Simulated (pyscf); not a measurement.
HN=SiH–Cl + ammonia (NH₃) -> HN=Si(NH₂)–Cl + hydrogen (H₂), a four-centre exchange (singlet surface; H–Si, H–N broken, N–Si, H–H formed). Structures and frequencies: ωB97X-D3(BJ)/def2-SVP in PySCF. Energies in eV from the separated reactants.

Small-basis levels: PySCF, no dispersion term, spherical d functions. 

Q: Quick B3LYP/6-31G* single points give ΔE‡ = 1.09 eV and ΔE = -0.37 eV. What does ωB97M-D3(BJ)/def2-TZVP give, and how far is the quick result from it?

A: ωB97M-D3(BJ)/def2-TZVP gives ΔE‡ = 0.81 eV and ΔE = -0.54 eV. B3LYP/6-31G* lies 0.28 eV over it in the barrier and 0.17 eV over it in the reaction energy, so on this step it does not hold to within 0.13 eV. ωB97M-D3(BJ)/def2-TZVP has limits of its own. On the reactant side the descent ends in an adduct with a N–Si contact, 1.18 eV under the separated species and 1.97 eV under the saddle at ωB97X-D3(BJ)/def2-TZVP. What is counted as formed (N–Si) is already present as a longer contact in the reactant adduct; forming that adduct is a step of its own. At the saddle there is also a short H–Si contact that neither side keeps. The same reactants have a lower exit, to H₂N–SiH(NH₂)–Cl (barrier -0.80 eV at ωB97M-D3(BJ)/def2-TZVP, against +0.81 eV here). HN=SiH–Cl lies 1.14 eV over its isomer H₂N–Si:–Cl [singlet] (electronic energy, ωB97M-D3(BJ)/def2-TZVP). One saddle was located; it need not be the lowest between these sides.
